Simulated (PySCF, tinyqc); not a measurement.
Inside a calculation. Method: CID on RHF in the sto-3g basis, frozen core, for LiH, spin multiplicity 1. The lowest restricted solution is unstable here: a spin-polarised one lies 0.0422 hartree lower (PySCF). One step of it, computed by the program tinyqc.

Question. CID: roots. Diagonalise (each vector has its largest component positive (the first on a tie)); all determinants have Ms = 0, so triplets appear too. The lowest singlet root is the correlation energy.

Occupation strings over the orbitals (2 doubly, a alpha, b beta, 0 empty; spin orbitals ordered 1a 1b 2a 2b ...): 220000 202000 20a00b 200200 200020 20b00a 200002

H - E(HF) between determinants (hartree):
```
           220000     202000     20a00b     200200     200020     20b00a     200002
220000   0.000000   0.039040   0.060674   0.020984   0.020984  -0.060674   0.130853
202000   0.039040   0.470698  -0.118124   0.041173   0.041173   0.118124   0.044462
20a00b   0.060674  -0.118124   0.384115   0.009236   0.009236  -0.044462  -0.034480
200200   0.020984   0.041173   0.009236   0.577483   0.016869  -0.009236   0.017639
200020   0.020984   0.041173   0.009236   0.016869   0.577483  -0.009236   0.017639
20b00a  -0.060674   0.118124  -0.044462  -0.009236  -0.009236   0.384115   0.034480
200002   0.130853   0.044462  -0.034480   0.017639   0.017639   0.034480   0.494045
```

Give: lowest roots of this matrix, relative to E(HF); lowest vectors; <S^2> of these roots; weight of the ground state by excitation level 0, 1, 2, ....

Answer.

lowest roots of this matrix, relative to E(HF) (hartree): -0.0588  0.2929  0.3397  0.4971  0.5606  0.5842  0.6722

lowest vectors:
```
         root 1   root 2  root 3   root 4
220000   0.9377   0.2211  0.0000   0.2439
202000  -0.1200   0.6718  0.0000  -0.2597
20a00b  -0.1618   0.4768  0.7071   0.1864
200200  -0.0117  -0.1302  0.0000  -0.1368
200020  -0.0117  -0.1302  0.0000  -0.1368
20b00a   0.1618  -0.4768  0.7071  -0.1864
200002  -0.2317  -0.1060  0.0000   0.8753
```

<S^2> of these roots: 0.0000  0.0000  2.0000  0.0000  0.0000  0.0000  0.0000

weight of the ground state by excitation level 0, 1, 2, ...: 0.8793  0.0000  0.1207

The reference has a weight of only 0.88: one determinant is a poor start here.
